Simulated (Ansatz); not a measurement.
## Rutile PbO2

Level of theory: PBE+SOC (Ansatz, an electronic-structure program, PAW).

Run with plane-wave cutoff 520 eV, 12×12×16 k mesh (along the axes of the cell as run), Fermi–Dirac smearing 0.05 eV, PAW data made under PBE.

Cell (measured lattice):

```cif
data_O4Pb2
_chemical_formula_sum 'Pb2 O4'
_space_group_name_H-M_alt 'P42/mnm'
_space_group_IT_number 136
_space_group_name_Hall '-P 4n 2n'
_cell_length_a 4.95780
_cell_length_b 4.95780
_cell_length_c 3.38780
_cell_angle_alpha 90.000
_cell_angle_beta 90.000
_cell_angle_gamma 90.000
loop_
_atom_site_label
_atom_site_type_symbol
_atom_site_symmetry_multiplicity
_atom_site_Wyckoff_symbol
_atom_site_fract_x
_atom_site_fract_y
_atom_site_fract_z
_atom_site_occupancy
Pb1 Pb 2 a 0.00000 0.00000 0.00000 1
O1 O 4 f 0.30710 0.30710 0.00000 1
```

For rutile PbO2, the smallest direct gap on the k points sampled is 0.08 eV (under three smearing widths, so not firm).

Note: cell and atoms aren't relaxed at this level (largest force component 0.03 eV/Å, pressure 8.6 GPa).

The computed numbers hold no vibrational or temperature effects.

Computing time: very roughly 3 core-minutes.
